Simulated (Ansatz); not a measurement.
Gas-phase electronic energies from Ansatz, PBE0-D4/def2-TZVP geometries. CCSD(T)/CBS is extrapolated from def2-TZVPP and def2-QZVPP, frozen cores. DFT in def2-TZVPP. No spin–orbit coupling; open shells (•) take unrestricted orbitals. Spin–orbit coupling would lower the free atoms: a little for F. Each species was taken in one conformer, which may not be the lowest.

Reaction (hydrogen abstraction from the N–H bond): `N[SiH2]N` + F• → `[NH][SiH2]N`• + H–F

CCSD(T)/CBS gives -94.1 kJ/mol.

Problem. Another level gave -87.4 kJ/mol. Which?
A. r2SCAN/def2-TZVPP
B. r2SCANh-D4/def2-TZVPP
C. PBE/def2-TZVPP
D. ωB97M-V/def2-TZVPP

Solution. D. ωB97M-V -87.4, PBE -112.8, r2SCANh-D4 -94.0, r2SCAN -101.1 kJ/mol.

Problem. What do rigid-rotor, harmonic-oscillator terms from PBE0-D4/def2-TZVP frequencies (298.15 K, 1 bar) make of the CCSD(T)/CBS value? (Estimate.)

Solution. Computed: ΔZPE = -12.6 kJ/mol, ΔH = -104.3 kJ/mol, ΔS = 25 J/(mol·K), ΔG = -111.8 kJ/mol. Open shells count their whole term as degenerate.

Largest T1 diagnostic among the species: 0.013.

At CCSD(T), def2-SVP lies +29.5 kJ/mol from the extrapolated value and def2-TZVPP +6.6 kJ/mol. In def2-TZVPP, CCSD(T) changes the Hartree–Fock value by −53.2 kJ/mol (the triples alone add −3.1 kJ/mol) and MP2 by −58.7 kJ/mol. From r2SCAN to r2SCAN0 (25 % exact exchange), in def2-TZVPP and without D4, ΔE moves by +16.3 kJ/mol.

CCSD(T)/CBS has its own doubt, a few kJ/mol and more with outer-core shells, so smaller differences from it don't rank the levels.
